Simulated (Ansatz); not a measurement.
**C2HS− (SMILES [CH-]=C=S): one structure at several levels**

The atoms stand at a structure displaced at random from a GFN2-xTB minimum. How far do the functionals agree with CCSD(T) there?

Computed with Ansatz 0.2.0, Gaussian basis. Level: single points in def2-TZVPPD.

Correlated methods freeze the cores. B3LYP uses VWN-RPA correlation.

## (1) The starting structure

SMILES `[CH-]=C=S`, 4 atoms, charge -1, spin multiplicity 1.

Atoms are counted from 1 here; the program's logs count them from 0.

Bond lengths: C1–C2 1.043 Å, C1–H4 1.206 Å, C2–S3 1.724 Å. Angles: C2–C1–H4 150.7°, C1–C2–S3 158.4°.

Geometry (Å):

```tsv
atom	x (Å)	y (Å)	z (Å)
C1	-0.4058	0.3723	-0.2436
C2	0.3068	-0.2947	0.1227
S3	0.9529	-1.7612	0.7577
H4	-0.7076	1.4568	-0.6769
```

## (2) CCSD(T)/def2-TZVPPD

Contents of run/in.yaml:

```yaml
crystal:
  periodic: [false, false, false]
  atoms:
    - {symbol: C, position_ang: [-0.405800, 0.372300, -0.243600]}
    - {symbol: C, position_ang: [0.306800, -0.294700, 0.122700]}
    - {symbol: S, position_ang: [0.952900, -1.761200, 0.757700]}
    - {symbol: H, position_ang: [-0.707600, 1.456800, -0.676900]}
basis:
  gaussian: {orbitals: "def2-TZVPPD.json"}
total_charge: -1
correlation: {method: ccsd_t}
output: {forces: true}
```

The basis file named in the input lies beside it (Basis Set Exchange, JSON).

The command line of these runs was not kept.

## (3) PBE0-D4/def2-TZVPPD

Edit run/in.yaml of step 2 so:

```diff
@@ -10,3 +10,3 @@
 total_charge: -1
-correlation: {method: ccsd_t}
-output: {forces: true}
+hamiltonian: {xc: pbe0, dispersion: d4}
+output: {forces: true, orbitals: {seedname: orbitals}}
```

## (4) wB97M-V/def2-TZVPPD

Edit run/in.yaml of step 3 so:

```diff
@@ -10,3 +10,3 @@
 total_charge: -1
-hamiltonian: {xc: pbe0, dispersion: d4}
-output: {forces: true, orbitals: {seedname: orbitals}}
+hamiltonian: {xc: {name: wB97M-V}}
+output: {forces: true}
```

## (5) r2SCAN-D4/def2-TZVPPD

Edit run/in.yaml of step 4 so:

```diff
@@ -10,3 +10,3 @@
 total_charge: -1
-hamiltonian: {xc: {name: wB97M-V}}
+hamiltonian: {xc: r2scan, dispersion: d4}
 output: {forces: true}
```

## (6) PBE-D4/def2-TZVPPD

Edit run/in.yaml of step 5 so:

```diff
@@ -10,3 +10,3 @@
 total_charge: -1
-hamiltonian: {xc: r2scan, dispersion: d4}
+hamiltonian: {xc: pbe, dispersion: d4}
 output: {forces: true}
```

## (7) B3LYP-D4/def2-TZVPPD

Edit run/in.yaml of step 6 so:

```diff
@@ -10,3 +10,3 @@
 total_charge: -1
-hamiltonian: {xc: pbe, dispersion: d4}
+hamiltonian: {xc: {name: B3LYP}, dispersion: d4}
 output: {forces: true}
```

## (8) BLYP-D4/def2-TZVPPD

Edit run/in.yaml of step 7 so:

```diff
@@ -10,3 +10,3 @@
 total_charge: -1
-hamiltonian: {xc: {name: B3LYP}, dispersion: d4}
+hamiltonian: {xc: {name: BLYP}, dispersion: d4}
 output: {forces: true}
```

(Steps that only read results are left out.)

Q: Predict the outcome of this session. Wanted: RMS force component; RMS force error; HOMO and LUMO, PBE0-D4; T1 diagnostic.

As calculated:

| quantity | value |
| --- | --- |
| RMS force component | 13.006 to 13.581 eV/Å over the methods |
| RMS force error | PBE0-D4 0.396, wB97M-V 0.594, r2SCAN-D4 0.277, PBE-D4 0.193, B3LYP-D4 0.530, BLYP-D4 0.289 eV/Å |
| HOMO and LUMO, PBE0-D4 | -0.38 and 4.14 eV |
| T1 diagnostic | 0.013 |

**Reading.** For forces PBE-D4 does best and wB97M-V worst. Frozen-core CCSD(T) forces in triple zeta carry basis errors of their own, and this is one geometry, so small gaps rank nothing.
